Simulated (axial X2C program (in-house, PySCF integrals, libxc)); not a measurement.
**Density and ELF of BS⁻**

Computed with an in-house relativistic program for diatomic molecules. Two-component (2c) means X2C with spin–orbit coupling and atomic mean-field two-electron Coulomb and Gaunt terms. Basis: S dyall-av3z [9s8p3d2f], B dyall-av3z [8s7p3d2f] (cores contracted in-house); Gaussian nuclei, density fitting, unrestricted open shells. Masses: S 31.972 u, B 11.009 u.

PBE0, 2c, state Ω = 0 (closed shell); S at z = 0, B at z = 1.690 Å.

The maps cover the half plane through the axis: z from -2.4 to 3.6 Å along the bond, ρ from 0.15 to 2.25 Å away from it.

log10 of the density in e/bohr³:

```
 ρ\z  -2.4  -1.8  -1.2  -0.6   0.0   0.6   1.2   1.8   2.4   3.0   3.6
0.15  -3.2  -2.4  -1.5  -0.7   1.2  -0.6  -0.8   0.4  -1.0  -1.7  -2.4
0.45  -3.3  -2.5  -1.6  -0.8  -0.4  -0.8  -1.0  -1.0  -1.2  -1.8  -2.5
0.75  -3.4  -2.6  -1.8  -1.1  -0.8  -1.0  -1.3  -1.3  -1.5  -2.0  -2.6
1.05  -3.5  -2.8  -2.0  -1.4  -1.2  -1.4  -1.6  -1.6  -1.8  -2.2  -2.7
1.35  -3.7  -3.0  -2.3  -1.8  -1.6  -1.8  -2.0  -2.0  -2.1  -2.4  -2.9
1.65  -3.8  -3.2  -2.7  -2.2  -2.1  -2.2  -2.3  -2.4  -2.5  -2.7  -3.1
1.95  -4.0  -3.5  -3.0  -2.7  -2.5  -2.6  -2.7  -2.7  -2.8  -3.0  -3.4
2.25  -4.3  -3.8  -3.3  -3.0  -2.9  -2.9  -3.0  -3.1  -3.1  -3.3  -3.6
```

Electron localisation function (collinear form, no current term, damped to 0 at low density):

```
 ρ\z  -2.4  -1.8  -1.2  -0.6   0.0   0.6   1.2   1.8   2.4   3.0   3.6
0.15  0.06  0.43  0.83  0.39  0.71  0.44  0.47  0.98  0.98  1.00  0.99
0.45  0.05  0.40  0.81  0.81  0.10  0.74  0.72  0.05  0.99  1.00  0.99
0.75  0.04  0.33  0.76  0.89  0.75  0.80  0.65  0.61  0.98  0.99  0.98
1.05  0.03  0.25  0.66  0.85  0.85  0.74  0.49  0.66  0.96  0.98  0.95
1.35  0.01  0.16  0.52  0.74  0.77  0.61  0.34  0.54  0.91  0.96  0.87
1.65  0.01  0.09  0.36  0.59  0.62  0.46  0.22  0.38  0.80  0.88  0.64
1.95  0.00  0.03  0.20  0.40  0.45  0.29  0.13  0.23  0.58  0.65  0.28
2.25  0.00  0.01  0.08  0.21  0.26  0.16  0.07  0.12  0.29  0.27  0.07
```

One determinant describes the state; a PBE0 search over occupations chose it and may have missed a lower one. The highest occupied level of some functionals is positive through self-interaction error; at Hartree–Fock it is bound.
